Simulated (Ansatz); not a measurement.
# NH₃ with H₂S: superposition error and deformation, part 2 of 3

Ansatz 0.2.0, Gaussian basis.

## (13) CCSD(T)/def2-TZVPPD

The inputs:

a/in.yaml

```yaml
crystal:
  periodic: [false, false, false]
  atoms:
    - {symbol: N, position_ang: [-0.073410, 0.066507, -1.160027]}
    - {symbol: H, position_ang: [0.445197, 0.850145, -1.537474]}
    - {symbol: H, position_ang: [0.363211, -0.780081, -1.503746]}
    - {symbol: H, position_ang: [-1.007591, 0.103862, -1.549263]}
basis:
  gaussian: {orbitals: "def2-TZVPPD.json"}
correlation: {method: ccsd_t}
```

b/in.yaml

```yaml
crystal:
  periodic: [false, false, false]
  atoms:
    - {symbol: S, position_ang: [-0.242388, 0.276516, 2.299543]}
    - {symbol: H, position_ang: [0.670524, -0.684212, 2.503852]}
    - {symbol: H, position_ang: [-0.155443, 0.167264, 0.947113]}
basis:
  gaussian: {orbitals: "def2-TZVPPD.json"}
correlation: {method: ccsd_t}
```

Each run has its own folder and the same command.

Started as:

```
$ ansatz run in.yaml --threads 2 --pin off --events-out ev --progress --plain --max-ram 5222MiB
```

Log of a, cut to the lines that bear on the results:

```text
Functional definition: HF
  name "HF"
  cite "Fock, Z. Phys. 61, 126 (1930) doi:10.1007/BF01340294"
  parent pbe
[...]
497 factors; integrals over basis functions are off by at most 8.1e-4 eV
[...]
mean field -1529.87706126 eV, -56.2219450133 hartree, gradient 4.8e-7 eV, S^2 0.000000; 0 other end points of the search recorded, 0 dependent functions left out
1 core orbitals not correlated: weight in the atoms' cores, before any rotation towards them, 1.000 or more for the frozen orbitals, at most 0.000 for the correlated occupied ones
reference -1529.87706126 eV, -56.2219450133 hartree; 4, 4 occupied and 83, 83 virtual orbitals, 497 factors
second order -6.43461174 eV of doubles, -0.00000000 eV of singles
cycle   1  -6.61061102 eV  change   -1.8e-1 eV  update   4.2e-2
[...]
cycle   9  -6.76681666 eV  change    3.1e-6 eV  update   5.7e-6
perturbative correction -0.21599182 eV, -0.0079375531 hartree
Total energy: -1536.85986974 eV, -56.4785584918 hartree
```

Log of b, cut to the lines that bear on the results:

```text
[... 4 set-up lines as earlier in the session ...]
[...]
471 factors; integrals over basis functions are off by at most 1.2e-3 eV
[...]
mean field -10849.40051224 eV, -398.7081148371 hartree, gradient 4.4e-6 eV, S^2 0.000000; 0 other end points of the search recorded, 0 dependent functions left out
5 core orbitals not correlated: weight in the atoms' cores, before any rotation towards them, 1.000 or more for the frozen orbitals, at most 0.000 for the correlated occupied ones
reference -10849.40051224 eV, -398.7081148371 hartree; 4, 4 occupied and 76, 76 virtual orbitals, 471 factors
second order -5.23625385 eV of doubles, -0.00000000 eV of singles
cycle   1  -5.71484305 eV  change   -4.8e-1 eV  update   5.0e-2
[...]
cycle   8  -5.89568638 eV  change    3.9e-6 eV  update   7.7e-6
perturbative correction -0.22741074 eV, -0.0083571905 hartree
Total energy: -10855.52360936 eV, -398.9331345057 hartree
```

Times: 0.6 s (a), 0.45 s (b) on 2 threads of Arm Neoverse V2, shared host.

## (14) Relaxing NH₃ alone

File relax-a/in.yaml:

```yaml
crystal:
  periodic: [false, false, false]
  atoms:
    - {symbol: N, position_ang: [-0.073410, 0.066507, -1.160027]}
    - {symbol: H, position_ang: [0.445197, 0.850145, -1.537474]}
    - {symbol: H, position_ang: [0.363211, -0.780081, -1.503746]}
    - {symbol: H, position_ang: [-1.007591, 0.103862, -1.549263]}
basis:
  gaussian: {orbitals: def2-TZVP}
hamiltonian: {xc: pbe0, dispersion: d4}
relax: {f_tol: 0.005, max_steps: 200}
```

Started as:

```
$ ansatz run in.yaml --threads 2 --pin off --events-out ev --progress --plain --max-ram 5222MiB
```

Log, cut to the lines that bear on the results:

```text
[... 5 set-up lines as earlier in the session ...]
[...]
287 factors; their error is unknown
[...]
mean field -1537.79911607 eV, -56.5130751580 hartree, gradient 2.6e-5 eV, S^2 0.000000; 0 other end points of the search recorded, 0 dependent functions left out
[...]
Total energy: -1537.80844240 eV, -56.5134178944 hartree
Atom 0 at    -0.073557     0.066218    -1.156273 Å, force    -0.000065     0.000763     0.004513 eV/Å
Atom 1 at     0.443632     0.848150    -1.538804 Å, force    -0.000283    -0.000636    -0.001350 eV/Å
Atom 2 at     0.362755    -0.778324    -1.504965 Å, force    -0.000190     0.000124    -0.001671 eV/Å
Atom 3 at    -1.005423     0.104389    -1.550468 Å, force     0.000537    -0.000252    -0.001492 eV/Å
Dipole moment:     0.006769    -0.007655    -0.352147 e Å
```

Run time: 1 s. Hardware: 2 threads of Arm Neoverse V2, shared host.

Step by step:

```
step  energy from step 1 (eV)  largest force component (eV/Å)
   1                   0.0000                          0.0326
   2                  -0.0001                          0.0328
   3                  -0.0001                          0.0504
   4                  -0.0002                          0.0045
```

Distances of close pairs at the start and the end, largest changes first:

| bond | before (Å) | after (Å) | change (Å) |
| --- | --- | --- | --- |
| N1–H4 | 1.013 | 1.013 | -0.000 |
| N1–H3 | 1.013 | 1.013 | -0.000 |
| N1–H2 | 1.013 | 1.013 | -0.000 |

## (15) Relaxing H₂S alone

File relax-b/in.yaml:

```yaml
crystal:
  periodic: [false, false, false]
  atoms:
    - {symbol: S, position_ang: [-0.242388, 0.276516, 2.299543]}
    - {symbol: H, position_ang: [0.670524, -0.684212, 2.503852]}
    - {symbol: H, position_ang: [-0.155443, 0.167264, 0.947113]}
basis:
  gaussian: {orbitals: def2-TZVP}
hamiltonian: {xc: pbe0, dispersion: d4}
relax: {f_tol: 0.005, max_steps: 200}
```

Started as:

```
$ ansatz run in.yaml --threads 2 --pin off --events-out ev --progress --plain --max-ram 5222MiB
```

Log, cut to the lines that bear on the results:

```text
[... 5 set-up lines as earlier in the session ...]
[...]
359 factors; their error is unknown
[...]
mean field -10864.44580376 eV, -399.2610191024 hartree, gradient 2.9e-5 eV, S^2 0.000000; 0 other end points of the search recorded, 0 dependent functions left out
[...]
reference -10864.45048239 eV, -399.2611910389 hartree; 9, 9 occupied and 40, 40 virtual orbitals, 359 factors
Total energy: -10864.46266192 eV, -399.2616386281 hartree
Atom 0 at    -0.244715     0.278898     2.293846 Å, force     0.000028    -0.000029    -0.000018 eV/Å
Atom 1 at     0.668705    -0.682395     2.495895 Å, force    -0.000006     0.000007     0.000032 eV/Å
Atom 2 at    -0.151297     0.163066     0.960767 Å, force    -0.000021     0.000022    -0.000014 eV/Å
Dipole moment:     0.131134    -0.140289    -0.147309 e Å
```

Wall time 1 s (2 threads of Arm Neoverse V2, shared host).

Step by step:

```
step  energy from step 1 (eV)  largest force component (eV/Å)
   1                   0.0000                          0.4737
   2                  -0.0040                          0.1842
   3                  -0.0047                          0.0093
   4                  -0.0047                          0.0000
```

Distances of close pairs at the start and the end, largest changes first:

```
 bond  before (Å)  after (Å)  change (Å)
S1–H3       1.360      1.341      -0.018
S1–H2       1.341      1.341      +0.000
```

## (16) PBE-D4/def2-TZVPPD

File free-a/in.yaml:

```yaml
crystal:
  periodic: [false, false, false]
  atoms:
    - {symbol: N, position_ang: [-0.073557, 0.066218, -1.156273]}
    - {symbol: H, position_ang: [0.443632, 0.848150, -1.538804]}
    - {symbol: H, position_ang: [0.362755, -0.778324, -1.504965]}
    - {symbol: H, position_ang: [-1.005423, 0.104389, -1.550468]}
basis:
  gaussian: {orbitals: "def2-TZVPPD.json"}
hamiltonian: {xc: pbe, dispersion: d4}
```

File free-b/in.yaml:

```yaml
crystal:
  periodic: [false, false, false]
  atoms:
    - {symbol: S, position_ang: [-0.244715, 0.278898, 2.293846]}
    - {symbol: H, position_ang: [0.668705, -0.682395, 2.495895]}
    - {symbol: H, position_ang: [-0.151297, 0.163066, 0.960767]}
basis:
  gaussian: {orbitals: "def2-TZVPPD.json"}
hamiltonian: {xc: pbe, dispersion: d4}
```

The same command starts each run, in its folder.

Started as:

```
$ ansatz run in.yaml --threads 2 --pin off --events-out ev --progress --plain --max-ram 5222MiB
```

free-a printed, cut to the lines that bear on the results:

```text
[... 4 set-up lines as earlier in the session ...]
[...]
356 factors; their error is unknown
[...]
mean field -1537.78617370 eV, -56.5125995345 hartree, gradient 4.6e-5 eV, S^2 0.000000; 0 other end points of the search recorded, 0 dependent functions left out
reference -1537.78620079 eV, -56.5126005300 hartree; 5, 5 occupied and 83, 83 virtual orbitals, 356 factors
Total energy: -1537.79757786 eV, -56.5130186296 hartree
```

Log of free-b, cut to the lines that bear on the results:

```text
[... 4 set-up lines as earlier in the session ...]
[...]
436 factors; their error is unknown
[...]
mean field -10863.58115388 eV, -399.2292438052 hartree, gradient 3.0e-5 eV, S^2 0.000000; 0 other end points of the search recorded, 0 dependent functions left out
reference -10863.58120362 eV, -399.2292456333 hartree; 9, 9 occupied and 76, 76 virtual orbitals, 436 factors
Total energy: -10863.59624042 eV, -399.2297982253 hartree
```

Wall times: 0.25 s (free-a), 0.3 s (free-b) on 2 threads of Arm Neoverse V2, shared host.

## (17) r2SCAN-D4/def2-TZVPPD

Each input of step 16 (free-a, free-b) changes in the same lines:

```diff
-hamiltonian: {xc: pbe, dispersion: d4}
+hamiltonian: {xc: r2scan, dispersion: d4}
```

Each run has its own folder and the same command.

Started as:

```
$ ansatz run in.yaml --threads 2 --pin off --events-out ev --progress --plain --max-ram 5222MiB
```

Log of free-a, cut to the lines that bear on the results:

```text
[... 5 set-up lines as earlier in the session ...]
[...]
356 factors; their error is unknown
[...]
mean field -1538.79956778 eV, -56.5498410801 hartree, gradient 1.4e-5 eV, S^2 0.000000; 0 other end points of the search recorded, 0 dependent functions left out
reference -1538.79957575 eV, -56.5498413730 hartree; 5, 5 occupied and 83, 83 virtual orbitals, 356 factors
Total energy: -1538.80228849 eV, -56.5499410645 hartree
```

Output in free-b, cut to the lines that bear on the results:

```text
[... 5 set-up lines as earlier in the session ...]
[...]
436 factors; their error is unknown
[...]
mean field -10867.55018487 eV, -399.3751030038 hartree, gradient 3.7e-5 eV, S^2 0.000000; 0 other end points of the search recorded, 0 dependent functions left out
reference -10867.55020164 eV, -399.3751036201 hartree; 9, 9 occupied and 76, 76 virtual orbitals, 436 factors
Total energy: -10867.55354991 eV, -399.3752266669 hartree
```

Times: 0.6 s (free-a), 0.7 s (free-b) on 2 threads of Arm Neoverse V2, shared host.

## (18) PBE0-D4/def2-TZVPPD

Each input of step 17 (free-a, free-b) changes in the same lines:

```diff
-hamiltonian: {xc: r2scan, dispersion: d4}
+hamiltonian: {xc: pbe0, dispersion: d4}
+output: {orbitals: {seedname: orbitals}}
```

The same command starts each run, in its folder.

Started as:

```
$ ansatz run in.yaml --threads 2 --pin off --events-out ev --progress --plain --max-ram 5222MiB
```

Log of free-a, cut to the lines that bear on the results:

```text
[... 5 set-up lines as earlier in the session ...]
[...]
356 factors; their error is unknown
[...]
mean field -1537.91283177 eV, -56.5172541327 hartree, gradient 2.5e-5 eV, S^2 0.000000; 0 other end points of the search recorded, 0 dependent functions left out
reference -1537.91285163 eV, -56.5172548628 hartree; 5, 5 occupied and 83, 83 virtual orbitals, 356 factors
Total energy: -1537.92196670 eV, -56.5175898354 hartree
```

Output in free-b, cut to the lines that bear on the results:

```text
[... 5 set-up lines as earlier in the session ...]
[...]
474 factors; their error is unknown
[...]
mean field -10864.51342577 eV, -399.2635041654 hartree, gradient 6.8e-6 eV, S^2 0.000000; 0 other end points of the search recorded, 0 dependent functions left out
reference -10864.51346087 eV, -399.2635054553 hartree; 9, 9 occupied and 76, 76 virtual orbitals, 474 factors
Total energy: -10864.52564040 eV, -399.2639530446 hartree
```

Wall times: 0.3 s (free-a), 0.35 s (free-b) on 2 threads of Arm Neoverse V2, shared host.

## (19) B3LYP-D4/def2-TZVPPD

The same edit goes into each in.yaml of step 18 (free-a, free-b):

```diff
-hamiltonian: {xc: pbe0, dispersion: d4}
-output: {orbitals: {seedname: orbitals}}
+hamiltonian: {xc: {name: B3LYP}, dispersion: d4}
```

Each run has its own folder and the same command.

Started as:

```
$ ansatz run in.yaml --threads 2 --pin off --events-out ev --progress --plain --max-ram 5222MiB
```

Log of free-a, cut to the lines that bear on the results:

```text
[... 6 set-up lines as earlier in the session ...]
[...]
356 factors; their error is unknown
[...]
mean field -1539.90013766 eV, -56.5902862771 hartree, gradient 1.0e-5 eV, S^2 0.000000; 0 other end points of the search recorded, 0 dependent functions left out
reference -1539.90030360 eV, -56.5902923754 hartree; 5, 5 occupied and 83, 83 virtual orbitals, 356 factors
Total energy: -1539.91836305 eV, -56.5909560480 hartree
```

free-b printed, cut to the lines that bear on the results:

```text
[... 6 set-up lines as earlier in the session ...]
[...]
462 factors; their error is unknown
[...]
mean field -10868.98950993 eV, -399.4279972243 hartree, gradient 7.5e-6 eV, S^2 0.000000; 0 other end points of the search recorded, 0 dependent functions left out
reference -10868.98972470 eV, -399.4280051168 hartree; 9, 9 occupied and 76, 76 virtual orbitals, 462 factors
Total energy: -10869.01415992 eV, -399.4289030945 hartree
```

They took 0.35 s (free-a), 0.4 s (free-b) on 2 threads of Arm Neoverse V2, shared host.

## (20) wB97X-V/def2-TZVPPD

Each input of step 19 (free-a, free-b) changes in the same lines:

```diff
-hamiltonian: {xc: {name: B3LYP}, dispersion: d4}
+hamiltonian: {xc: {name: wB97X-V}}
```

The same command starts each run, in its folder.

Started as:

```
$ ansatz run in.yaml --threads 2 --pin off --events-out ev --progress --plain --max-ram 5222MiB
```

Log of free-a, cut to the lines that bear on the results:

```text
[... 5 set-up lines as earlier in the session ...]
[...]
      + integral(e_c_pw_opposite_spin*poly(b97_u_opposite, cos0, cos1)) + vv10(b, c)
356 factors; their error is unknown
117 factors; integrals over basis functions are off by at most 8.0e-6 eV
[...]
mean field -1539.18337449 eV, -56.5639457165 hartree, gradient 2.7e-5 eV, S^2 0.000000; 0 other end points of the search recorded, 0 dependent functions left out
reference -1539.18337316 eV, -56.5639456677 hartree; 5, 5 occupied and 83, 83 virtual orbitals, 356 factors
Total energy: -1539.18337316 eV, -56.5639456677 hartree
```

Output in free-b, cut to the lines that bear on the results:

```text
[... 5 set-up lines as earlier in the session ...]
[...]
      + integral(e_c_pw_opposite_spin*poly(b97_u_opposite, cos0, cos1)) + vv10(b, c)
457 factors; their error is unknown
112 factors; integrals over basis functions are off by at most 4.6e-5 eV
[...]
mean field -10866.69281204 eV, -399.3435951334 hartree, gradient 1.5e-5 eV, S^2 0.000000; 0 other end points of the search recorded, 0 dependent functions left out
reference -10866.69280982 eV, -399.3435950519 hartree; 9, 9 occupied and 76, 76 virtual orbitals, 457 factors
Total energy: -10866.69280982 eV, -399.3435950519 hartree
```

Times: 0.9 s (free-a), 1.1 s (free-b) on 2 threads of Arm Neoverse V2, shared host.

## (21) wB97M-V/def2-TZVPPD

The same edit goes into each in.yaml of step 20 (free-a, free-b):

```diff
-hamiltonian: {xc: {name: wB97X-V}}
+hamiltonian: {xc: {name: wB97M-V}}
```

The same command starts each run, in its folder.

Started as:

```
$ ansatz run in.yaml --threads 2 --pin off --events-out ev --progress --plain --max-ram 5222MiB
```

Log of free-a, cut to the lines that bear on the results:

```text
[... 5 set-up lines as earlier in the session ...]
  # Of w^i u^j: cxij and so on, Table III.
[...]
  gx(w, u) = 1 - cx + cx01*u + cx10*w
[...]
      + integral(e_c_pw_mod_opposite_spin*gos(b97_w_opposite, b97_u_opposite)) + vv10(b, c)
356 factors; their error is unknown
117 factors; integrals over basis functions are off by at most 8.0e-6 eV
[...]
mean field -1538.88754760 eV, -56.5530742787 hartree, gradient 2.8e-6 eV, S^2 0.000000; 0 other end points of the search recorded, 0 dependent functions left out
reference -1538.88758068 eV, -56.5530754946 hartree; 5, 5 occupied and 83, 83 virtual orbitals, 356 factors
Total energy: -1538.88758068 eV, -56.5530754946 hartree
```

free-b printed, cut to the lines that bear on the results:

```text
[... 5 set-up lines as earlier in the session ...]
  # Of w^i u^j: cxij and so on, Table III.
[...]
  gx(w, u) = 1 - cx + cx01*u + cx10*w
[...]
      + integral(e_c_pw_mod_opposite_spin*gos(b97_w_opposite, b97_u_opposite)) + vv10(b, c)
436 factors; their error is unknown
112 factors; integrals over basis functions are off by at most 4.6e-5 eV
[...]
mean field -10867.54433065 eV, -399.3748878653 hartree, gradient 1.6e-5 eV, S^2 0.000000; 0 other end points of the search recorded, 0 dependent functions left out
reference -10867.54438972 eV, -399.3748900362 hartree; 9, 9 occupied and 76, 76 virtual orbitals, 436 factors
Total energy: -10867.54438972 eV, -399.3748900362 hartree
```

Wall times: 0.9 s (free-a), 1.1 s (free-b) on 2 threads of Arm Neoverse V2, shared host.

## (22) B2PLYP/def2-TZVPPD

The same edit goes into each in.yaml of step 21 (free-a, free-b):

```diff
-hamiltonian: {xc: {name: wB97M-V}}
+hamiltonian: {xc: {name: B2PLYP}}
```

One command serves all of them, each in its own folder.

Started as:

```
$ ansatz run in.yaml --threads 2 --pin off --events-out ev --progress --plain --max-ram 5222MiB
```

Log of free-a, cut to the lines that bear on the results:

```text
[... 5 set-up lines as earlier in the session ...]
[...]
500 factors; integrals over basis functions are off by at most 6.9e-4 eV
[...]
mean field -1536.41576058 eV, -56.4622377813 hartree, gradient 1.8e-6 eV, S^2 0.000000; 0 other end points of the search recorded, 0 dependent functions left out
1 core orbitals not correlated: weight in the atoms' cores, before any rotation towards them, 1.000 or more for the frozen orbitals, at most 0.000 for the correlated occupied ones
reference -1536.41586418 eV, -56.4622415884 hartree; 4, 4 occupied and 83, 83 virtual orbitals, 500 factors
second order -7.69351624 eV of doubles, -0.00000000 eV of singles
Total energy: -1538.49311356 eV, -56.5385790952 hartree
```

Log of free-b, cut to the lines that bear on the results:

```text
[... 5 set-up lines as earlier in the session ...]
[...]
471 factors; integrals over basis functions are off by at most 7.7e-4 eV
[...]
mean field -10863.12945119 eV, -399.2126440377 hartree, gradient 2.3e-6 eV, S^2 0.000000; 0 other end points of the search recorded, 0 dependent functions left out
5 core orbitals not correlated: weight in the atoms' cores, before any rotation towards them, 1.000 or more for the frozen orbitals, at most 0.000 for the correlated occupied ones
reference -10863.12958233 eV, -399.2126488570 hartree; 4, 4 occupied and 76, 76 virtual orbitals, 471 factors
second order -6.41017836 eV of doubles, -0.00000000 eV of singles
Total energy: -10864.86033049 eV, -399.2762526786 hartree
```

They took 0.5 s (free-a), 0.55 s (free-b) on 2 threads of Arm Neoverse V2, shared host.

## (23) BLYP-D4/def2-TZVPPD

Each input of step 22 (free-a, free-b) changes in the same lines:

```diff
-hamiltonian: {xc: {name: B2PLYP}}
+hamiltonian: {xc: {name: BLYP}, dispersion: d4}
```

The same command starts each run, in its folder.

Started as:

```
$ ansatz run in.yaml --threads 2 --pin off --events-out ev --progress --plain --max-ram 5222MiB
```

free-a printed, cut to the lines that bear on the results:

```text
[... 4 set-up lines as earlier in the session ...]
[...]
356 factors; their error is unknown
[...]
mean field -1539.16531210 eV, -56.5632819358 hartree, gradient 1.9e-5 eV, S^2 0.000000; 0 other end points of the search recorded, 0 dependent functions left out
reference -1539.16554168 eV, -56.5632903729 hartree; 5, 5 occupied and 83, 83 virtual orbitals, 356 factors
Total energy: -1539.19298888 eV, -56.5642990389 hartree
```

free-b printed, cut to the lines that bear on the results:

```text
[... 4 set-up lines as earlier in the session ...]
[...]
436 factors; their error is unknown
[...]
mean field -10868.25264125 eV, -399.4009177998 hartree, gradient 2.5e-5 eV, S^2 0.000000; 0 other end points of the search recorded, 0 dependent functions left out
reference -10868.25293003 eV, -399.4009284122 hartree; 9, 9 occupied and 76, 76 virtual orbitals, 436 factors
Total energy: -10868.28862214 eV, -399.4022400730 hartree
```

Wall times: 0.3 s (free-a), 0.4 s (free-b) on 2 threads of Arm Neoverse V2, shared host.

## (24) revPBE-D4/def2-TZVPPD

Each input of step 23 (free-a, free-b) changes in the same lines:

```diff
-hamiltonian: {xc: {name: BLYP}, dispersion: d4}
+hamiltonian: {xc: {name: revPBE}, dispersion: d4}
```

One command serves all of them, each in its own folder.

Started as:

```
$ ansatz run in.yaml --threads 2 --pin off --events-out ev --progress --plain --max-ram 5222MiB
```

free-a printed, cut to the lines that bear on the results:

```text
[... 4 set-up lines as earlier in the session ...]
[...]
356 factors; their error is unknown
[...]
mean field -1539.33642060 eV, -56.5695700573 hartree, gradient 6.4e-5 eV, S^2 0.000000; 0 other end points of the search recorded, 0 dependent functions left out
reference -1539.33645451 eV, -56.5695713036 hartree; 5, 5 occupied and 83, 83 virtual orbitals, 356 factors
Total energy: -1539.39088338 eV, -56.5715715278 hartree
```

free-b printed, cut to the lines that bear on the results:

```text
[... 4 set-up lines as earlier in the session ...]
[...]
436 factors; their error is unknown
[...]
mean field -10866.46103295 eV, -399.3350774092 hartree, gradient 3.7e-5 eV, S^2 0.000000; 0 other end points of the search recorded, 0 dependent functions left out
reference -10866.46109593 eV, -399.3350797236 hartree; 9, 9 occupied and 76, 76 virtual orbitals, 436 factors
Total energy: -10866.52137671 eV, -399.3372950014 hartree
```

Wall times: 0.25 s (free-a), 0.3 s (free-b) on 2 threads of Arm Neoverse V2, shared host.

(Part 2 of 3 ends here.)
